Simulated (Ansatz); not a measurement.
Saddle point of CH$_{5}$AlO, singlet (CH₅AlO ([CH3][AlH][OH]) → CH₃Al ([CH3][Al]) + H₂O (still joined by a long Al–O bond); bonds formed: O2–H3; bonds broken: Al1–H3; bonds weakened to dative contacts: Al1–O2), PBE0-D4/def2-TZVP structure:

```xyz
8
angstrom
Al -0.5226 -0.8457 0.0463
O 0.0449 -0.7211 -1.7235
H -0.2314 -1.9103 -1.2839
C -0.1183 0.7472 1.1237
H 0.8909 -0.4907 -2.1397
H -0.6090 0.7564 2.1001
H 0.9634 0.8127 1.2956
H -0.4176 1.6516 0.5813
```

Energies are electronic, without zero-point energy. Barriers and step energies count from the start structure reached by relaxing down the imaginary mode; all methods use the PBE0-D4 structures, on which another method's saddle can fall below an end. Program: Ansatz 0.2.0. Basis: def2-TZVPP, with def2-QZVPP for the basis limit. Cores are frozen in the correlated methods. B3LYP uses VWN-RPA correlation. Extrapolation: Hartree–Fock as exp(−7.88 √X), correlation as X^−2.97.

```tsv
method	barrier (eV)	step energy (eV)
SPW92	2.621	1.981
PBE-D4	?	2.002
BLYP-D4	2.932	2.067
r2SCAN-D4	3.109	2.291
B97M-V	3.246	2.252
PBE0-D4	?	2.087
B3LYP-D4	3.171	2.143
r2SCAN0-D4	?	2.278
BHLYP-D4	3.516	2.228
CAM-B3LYP-D4	3.315	2.240
wB97X-V	3.381	2.274
wB97M-V	3.251	2.123
B2PLYP	3.264	2.224
PBE-QIDH	3.355	2.227
RPA on PBE	3.186	2.065
HF	4.034	2.304
MP2	3.361	2.290
CCSD	3.439	2.148
CCSD(T)	3.294	2.133
```

(1) Fill in the withheld barriers. (An estimate is asked for; the value comes from the calculation.)

T1 diagnostic: at most 0.017. The restricted Hartree–Fock reference is unstable towards an unrestricted one at one or more of these structures. The start structure is not quite a true minimum (one mode of 27i cm⁻¹).

Results:

(1) Computed: PBE0-D4 3.105; r2SCAN0-D4 3.299; PBE-D4 2.797 eV. Each is the energy of the saddle less that of the start structure, by the same method.

For comparison, the barrier by CCSD(T) at an estimated basis limit (MP2 extrapolated from triple and quadruple zeta, plus CCSD(T) − MP2 in triple zeta) is 3.287 eV.

Labels in which every atom is bracketed show which atoms are joined, not bond orders.

For scale, one of the runs: CCSD(T)/def2-TZVPP, 174 basis functions, launched by `ansatz run in.yaml --threads 2 --pin off --events-out ev --progress --plain --max-ram 4352MiB`. Hardware: 2 CPU threads of an Arm Neoverse V1, shared host. Wall time 31 s; peak host memory 1.5 GiB.
